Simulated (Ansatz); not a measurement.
# AlMgH (triplet): wave-function methods side by side at angle Mg2–Al1–H3 = 180.0°, 6-31G

Aim: climb from Hartree-Fock through coupled cluster and multireference methods for AlMgH (triplet) at one geometry and basis, and see what each rung misses.

Program: Ansatz 0.2.0, Gaussian basis. Level of theory: 6-31G, core rule «outside noble gas», up to 10 orbitals frozen. These are calculated values, not measurements.

To be run: UHF; CCSD(T) on ROHF; CCSD(T) on UHF; BCCD(T) on ROHF; CISD; CCSDT(Q) on ROHF; CCSDT(Q) on UHF; CCSDTQ on ROHF; CCSDTQ on UHF; CASSCF and MRCISD+Q, 4 electrons in 4 orbitals; CASSCF and NEVPT2, 4 electrons in 4 orbitals; CASSCF and MRCISD+Q, 6 electrons in 9 orbitals; CASSCF and MRCISD+Q(relaxed), 6 electrons in 9 orbitals; CASSCF and NEVPT2, 6 electrons in 9 orbitals; Full CI.

14 further runs of the same task are left out: 8 that didn't finish, 6 set aside as unsound or not needed.

### 1 The system

The geometry derives from a PBE0/def2-TZVP stationary point (not a proven minimum). One angle is set to the value named; bond lengths are kept.

3 atoms, charge 0, spin multiplicity 3.

Atoms are counted from 1 here; the program's logs count them from 0.

Bond lengths: Al1–H3 1.606 Å.

### 2 UHF

in.yaml

```yaml
crystal:
  periodic: [false, false, false]
  atoms:
    - {symbol: Al, position_ang: [0.000000, 0.000000, 0.356700]}
    - {symbol: Mg, position_ang: [0.000000, 0.000000, -2.319100]}
    - {symbol: H, position_ang: [0.000000, 0.000000, 1.962400]}
basis:
  gaussian: {orbitals: 6-31G}
magnetization: {spin_polarized: true, initial_magnetization: 2}
hamiltonian: {xc: hf}
output: {orbitals: {seedname: orbitals}}
```

On the command line:

```sh
> ansatz run in.yaml --threads 1 --pin off --events-out ev --progress --plain --max-ram 2393MiB
```

The runs that follow: CCSD(T) on ROHF; CCSD(T) on UHF; BCCD(T) on ROHF; CISD; CCSDT(Q) on ROHF; CCSDT(Q) on UHF; CCSDTQ on ROHF; CCSDTQ on UHF; CASSCF and MRCISD+Q, 4 electrons in 4 orbitals; CASSCF and NEVPT2, 4 electrons in 4 orbitals; CASSCF and MRCISD+Q, 6 electrons in 9 orbitals; CASSCF and MRCISD+Q(relaxed), 6 electrons in 9 orbitals; CASSCF and NEVPT2, 6 electrons in 9 orbitals; Full CI.

**Question.** What will the summary of the whole plan be? Wanted: FCI below the RHF energy; RMP2 from FCI; UMP2 from FCI; RCCSD from FCI; RCCSD(T) from FCI; UCCSD(T) from FCI; RCCSDT(Q) from FCI; UCCSDT(Q) from FCI; NEVPT2 pair from FCI.

**Answer**, as computed:

| quantity | value |
| --- | --- |
| FCI below the RHF energy | -1.5506 eV |
| RMP2 from FCI | +56.1 kJ/mol |
| UMP2 from FCI | +55.0 kJ/mol |
| RCCSD from FCI | +5.9 kJ/mol |
| RCCSD(T) from FCI | +2.3 kJ/mol |
| UCCSD(T) from FCI | +2.2 kJ/mol |
| RCCSDT(Q) from FCI | +0.1 kJ/mol |
| UCCSDT(Q) from FCI | 0.0 kJ/mol |
| NEVPT2 pair from FCI | +46.9 kJ/mol |
| MRCISD+Q pair from FCI | +2.2 kJ/mol |
| NEVPT2 valence from FCI | +11.6 kJ/mol |
| levels within 1 kcal/mol (43 meV) | RCCSD(T), UCCSD(T), BCCD(T), RCCSDT, UCCSDT, RCCSDT(Q), UCCSDT(Q), RCCSDTQ, UCCSDTQ, MRCISD+Q pair, MRCISD valence, MRCISD+Q valence, MRCISD+Q(relaxed) valence |
| T1 diagnostic | 0.039 |
| effectively unpaired electrons | 2.05 |

In words: RCCSD(T) misses by +2.3 kJ/mol, 1.5 % of the correlation energy. One determinant dominates. Of the multireference levels listed MRCISD+Q(relaxed) valence comes nearest in total energy (-0.1 kJ/mol), which doesn't show that its space is the better one. These misses are within one basis, not against nature; the frozen cores of restricted and unrestricted runs differ, which can shift their rows.
